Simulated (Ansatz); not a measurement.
Frontier orbitals of `CC(C)(C)NN`.

The species carries charge 0 and has multiplicity 1. The geometry is a stationary point of PBE0-D4/def2-TZVP. It is one conformer, not always the lowest. Basis def2-TZVPP, Ansatz 0.2.0.

```json
{"functional": "HF", "HOMO (eV)": "-10.24", "LUMO (eV)": "3.42"}
```

**Question.** Give HOMO and LUMO (eV) with LDA (SPW92), PBE, revPBE, BLYP, r2SCAN, B97M-V, PBE0, B3LYP, r2SCANh, r2SCAN0, HSE06 (plane-wave form), BHLYP, CAM-B3LYP, LC-ωPBE, ωB97X-V, ωB97M-V. (Estimate.)

**Answer.** Ansatz gave: 
```tsv
functional	HOMO	LUMO
LDA (SPW92)	-5.27	-0.13
PBE	-5.14	0.05
revPBE	-5.08	0.14
BLYP	-5.05	0.03
r2SCAN	-5.42	0.75
B97M-V	-5.61	0.20
PBE0	-6.60	0.86
B3LYP	-6.38	0.52
r2SCANh	-5.97	0.99
r2SCAN0	-6.80	1.33
HSE06 (plane-wave form)	-6.19	0.50
BHLYP	-8.02	1.46
CAM-B3LYP	-8.06	1.61
LC-ωPBE	-9.41	2.93
ωB97X-V	-9.08	2.70
ωB97M-V	-9.01	2.26
```

B3LYP here is the variant with VWN-RPA as its local correlation; programs differ in this. LC-ωPBE has ω = 0.4 bohr⁻¹. Positive LUMOs are unbound and depend on the basis.
